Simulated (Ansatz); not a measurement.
in.yaml

```yaml
crystal:
  periodic: [false, false, false]
  atoms:
    - {symbol: C, position_ang: [-2.125350, 0.038195, -0.000001]}
    - {symbol: H, position_ang: [-2.488555, 1.065495, -0.000001]}
    - {symbol: H, position_ang: [-2.488556, -0.475456, 0.889668]}
    - {symbol: H, position_ang: [-2.488555, -0.475456, -0.889669]}
    - {symbol: H, position_ang: [-0.556350, 0.038195, 0.000000]}
    - {symbol: Si, position_ang: [1.075650, 0.038195, 0.000000]}
    - {symbol: H, position_ang: [1.687830, -0.836090, 1.090013]}
    - {symbol: H, position_ang: [1.687831, -0.836089, -1.090012]}
basis:
  gaussian: {orbitals: cc-pVDZ}
magnetization: {spin_polarized: false}
correlation: {method: ccsd_t, electrons: outside_noble_gas}
accuracy: high
output: {forces: true}
```

```sh
$ ansatz run in.yaml --threads 1 --pin off --events-out ev --progress --plain --max-ram 2393MiB
```

Output:

```
1431 factors; integrals over basis functions are off by at most 3.5e-9 eV
mean field evaluation 1: about -8981.0792 eV, gradient 2.2e1 eV
mean field evaluation 2: about -8981.0830 eV, gradient 2.2e1 eV
mean field evaluation 4: about -8983.0278 eV, gradient 2.6e0 eV
mean field evaluation 8: about -8983.1259 eV, gradient 1.6e-1 eV
mean field evaluation 16: about -8982.4206 eV, gradient 1.4e1 eV
mean field -8983.12649763 eV, -330.1238098062 hartree, gradient 8.7e-8 eV, S^2 0.000000; 0 other end points of the search recorded, 0 dependent functions left out; unrestricted orbitals would lower it
mean field evaluation 32: about -8983.8946 eV, gradient 2.2e0 eV
6 core orbitals not correlated: weight in the atoms' cores, before any rotation towards them, 1.000 or more for the frozen orbitals, at most 0.000 for the correlated occupied ones
reference -8983.12649763 eV, -330.1238098062 hartree; 7, 7 occupied and 49, 49 virtual orbitals, 1431 factors
second order -7.46590114 eV of doubles, -0.00000000 eV of singles
cycle   1  -8.34408039 eV  change   -8.8e-1 eV  update   9.8e-2
cycle   2  -8.72742527 eV  change   -3.8e-1 eV  update   4.3e-2
cycle   3  -8.85088731 eV  change   -1.2e-1 eV  update   2.7e-2
cycle   4  -8.85402513 eV  change   -3.1e-3 eV  update   1.3e-2
...
cycle  16  -8.85547672 eV  change    4.2e-8 eV  update   1.1e-7
cycle  17  -8.85547665 eV  change    7.3e-8 eV  update   5.9e-8
cycle  18  -8.85547664 eV  change    5.8e-9 eV  update   3.3e-8
cycle  19  -8.85547688 eV  change   -2.4e-7 eV  update   2.0e-7
cycle  20  -8.85547693 eV  change   -4.9e-8 eV  update   8.5e-8
cycle  21  -8.85547703 eV  change   -1.0e-7 eV  update   3.6e-8
cycle  22  -8.85547706 eV  change   -2.5e-8 eV  update   1.4e-8
cycle  23  -8.85547706 eV  change   -3.5e-9 eV  update   4.9e-9
cycle  24  -8.85547706 eV  change   -1.4e-9 eV  update   2.0e-9
cycle  25  -8.85547706 eV  change  -3.3e-10 eV  update  8.7e-10
perturbative correction -0.33382137 eV, -0.0122677090 hartree
the calculation of the forces begins
Total energy: -8992.31579607 eV, -330.4615102948 hartree
Atom 0 at    -2.125350     0.038195    -0.000001 Å, force     0.941760    -0.546896    -0.000000 eV/Å
Atom 1 at    -2.488555     1.065495    -0.000001 Å, force     0.511431     0.732291    -0.000000 eV/Å
Atom 2 at    -2.488556    -0.475456     0.889668 Å, force     0.250590    -0.343090     0.565374 eV/Å
Atom 3 at    -2.488555    -0.475456    -0.889669 Å, force     0.250590    -0.343090    -0.565374 eV/Å
Atom 4 at    -0.556350     0.038195     0.000000 Å, force    -2.764042     0.451702    -0.000000 eV/Å
Atom 5 at     1.075650     0.038195     0.000000 Å, force     1.512206    -0.004967    -0.000000 eV/Å
Atom 6 at     1.687830    -0.836090     1.090013 Å, force    -0.351267     0.027025     0.203757 eV/Å
Atom 7 at     1.687831    -0.836089    -1.090012 Å, force    -0.351267     0.027025    -0.203757 eV/Å
Dipole moment:    -0.281596     0.029313    -0.000000 e Å
```

Forces (eV/Å):
```
C    0.942 -0.547  0.000
H    0.511  0.732  0.000
H    0.251 -0.343  0.565
H    0.251 -0.343 -0.565
H   -2.764  0.452  0.000
Si   1.512 -0.005  0.000
H   -0.351  0.027  0.204
H   -0.351  0.027 -0.204
```

Ran on 1 thread of Arm Neoverse V2, shared host: 14 s wall, 0.34 GiB peak host memory.
